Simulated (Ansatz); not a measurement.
# PHS (triplet): wave-function methods side by side, def2-QZVPP

The task here is to estimate one member of a computed series from the others.

The runs use Ansatz 0.2.0, Gaussian basis; def2-QZVPP, core rule «outside noble gas», up to 10 orbitals frozen.

The runs, in order: UHF; ROHF; CCSD(T) on UHF.

2 further runs of the same task are left out: 2 set aside as unsound or not needed.

### What is computed

The geometry is a PBE0/def2-TZVP stationary point (not a proven minimum) of the parent state, kept for this charge and spin.

3 atoms, charge 0, spin multiplicity 3.

Atoms are counted from 1 here; the program's logs count them from 0.

Bond lengths: P1–S2 1.921 Å, P1–H3 1.443 Å. Angles: S2–P1–H3 102.0°.

Set-up of the first run:

in.yaml

```yaml
crystal:
  periodic: [false, false, false]
  atoms:
    - {symbol: P, position_ang: [0.000000, -0.081643, 0.953681]}
    - {symbol: S, position_ang: [0.000000, 0.037722, -0.963359]}
    - {symbol: H, position_ang: [0.000000, 1.308856, 1.340359]}
basis:
  gaussian: {orbitals: "def2-QZVPP.json"}
magnetization: {spin_polarized: true, initial_magnetization: 2}
hamiltonian: {xc: hf}
output: {orbitals: {seedname: orbitals}}
```

Run with:

```sh
> ansatz run in.yaml --threads 1 --pin off --events-out ev --progress --plain --max-ram 2393MiB
```

Among the steps run: UHF; ROHF; CCSD(T) on UHF.

One table of the session follows, with a row left open; its other results are not shown here.

| method | from UCCSD(T) (meV) |
| --- | --- |
| ROHF | +10117.0 |
| UHF | +9791.8 |
| UMP2 | ? |
| UCCSD | +527.7 |
| UCCSD(T) | 0 |

**Question.** Estimate the row for UMP2.

The run gave: from UCCSD(T) (meV): +1477.6. In the column «from UCCSD(T) (meV)» it lies between UCCSD (+527.7) and UHF (+9791.8).
